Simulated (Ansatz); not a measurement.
**Worked example: ideal-gas entropy of C2H4OS (thioacetic acid)**

A singlet with charge 0, relaxed at PBE0-D4/def2-TZVP (Ansatz 0.2.0):

```xyz
8

C     0.0094    1.0552   -0.0019
C     0.2786   -0.4120   -0.1776
O     1.1551   -0.8609   -0.8579
S    -0.8805   -1.4407    0.7176
H     0.9279    1.6110   -0.1850
H    -0.3842    1.2806    0.9899
H    -0.7380    1.3591   -0.7400
H    -0.3684   -2.5923    0.2549
```

Harmonic wavenumbers in cm⁻¹: 50, 318, 382, 454, 534, 636, 845, 1007, 1024, 1147, 1378, 1454, 1467, 1821, 2718, 3063, 3140, 3173.

Masses in u: C 12.011, O 15.999, S 32.06, H 1.008. Take T = 298.15 K, p = 1 bar, R = 8.3145 J/(mol K), kT/hc = 207.22 cm⁻¹, rigid rotor and harmonic oscillator.

Compute the standard molar entropy.


1. Translation (Sackur–Tetrode): S = R[3/2 ln M + 5/2 ln T − 1.1517] with M = 76.113 gives 162.9 J/(mol K).
2. Rotation: principal moments 50.525, 101.968, 149.349 u Å² give A, B, C = 0.3336, 0.1653, 0.1129 cm⁻¹; the symmetry number is σ = 1; q = (√π/σ)√((kT/hc)³/ABC) = 67008; S = R(ln q + 3/2) = 104.9.
3. Vibration: with u = ν̃/207.22, each mode gives R[u/(eᵘ − 1) − ln(1 − e⁻ᵘ)]; the sum is 39.2, most from 50 cm⁻¹ (20.2), 318 cm⁻¹ (5.5), 382 cm⁻¹ (4.3).
4. Electronic: R ln 1 = 0.0, from the spin multiplicity alone.
5. Sum: 162.9 + 104.9 + 39.2 + 0.0 = 307.0 J/(mol K).

No measured value is set beside it here. Where a soft mode is a torsion, a harmonic oscillator describes it poorly.
